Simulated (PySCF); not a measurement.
## Orbital picture of AlCl

PBE at R = 2.154 Å; PySCF, no relativity, basis sets Al def2-TZVPPD, Cl def2-TZVPPD. State: ¹Σ⁺ (singlet), closed shell. Only the outer orbitals are listed, counted within each symmetry.

```
orbital  occ.  ε (eV)  on Al (%)            main shells (%)
     7σ     2  -19.83          7                    92 Cl s
     8σ     2   -9.92         37           60 Cl p, 32 Al s
     3π     2   -7.90          7                    92 Cl p
     3π     2   -7.90          7                    92 Cl p
     9σ     2   -6.10         81  61 Al s, 18 Al p, 18 Cl p
     4π     0   -2.41         92                    90 Al p
     4π     0   -2.41         92                    90 Al p
    10σ     0   -0.44         98  70 Al p, 15 Al d, 13 Al s
```

Problem. Which are the highest filled and the lowest empty level, where do they sit, and how wide is the gap?

Solution. Highest filled 9σ at -6.10 eV (in %: 61 Al s, 18 Al p, 18 Cl p); lowest empty 4π at -2.41 eV (in %: 90 Al p); the gap at PBE is 3.69 eV.

```json
{
  "bond order (Mayer)": "1.18",
  "⟨S²⟩": "0.000",
  "charge on Al (Mulliken, basis-dependent)": "0.21",
  "charge on Al (Löwdin, basis-dependent)": "0.07",
  "dipole moment (positive dipole means Al(−)Cl(+))": "-1.56 D",
  "polarisability along the bond": "65.6 bohr³",
  "polarisability across the bond": "49.9 bohr³"
}
```
